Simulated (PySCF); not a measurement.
Cyanoallene, C4H3N.
Bonds: C1–C2 (double), C2–C3 (double), C3–C4, C4–N5 (triple). Hydrogens: H6, H7 on C1; H8 on C3.

Structure optimised with GFN2-xTB, isolated species.

(1) List the bond lengths and angles at this level.

## Answers

(1) 
```
        bond  length (pm)
       C1=C2        128.9
       C2=C3        130.7
       C3–C4        141.0
       C4≡N5        114.6
C1–H6, C1–H7        107.8
       C3–H8        108.3
```

Bonds in one row agree within 1 pm and their mean is given. A selection of angles:
```
   angle  degrees
C2–C1–H6    121.7
H6–C1–H7    116.5
C1–C2–C3    179.3
C2–C3–C4    121.9
C2–C3–H8    122.1
C4–C3–H8    116.0
C3–C4–N5    179.1
```

The 5 heavy atoms lie in one plane (0.000 Å rms). The 3 C–C bonds span 1.289 Å (C1=C2, drawn double) to 1.410 Å (C3–C4, drawn single), a spread of 0.121 Å.

Point group: Cs (every atom within 0.08 Å of its image). GFN2-xTB frequencies: not computed here.
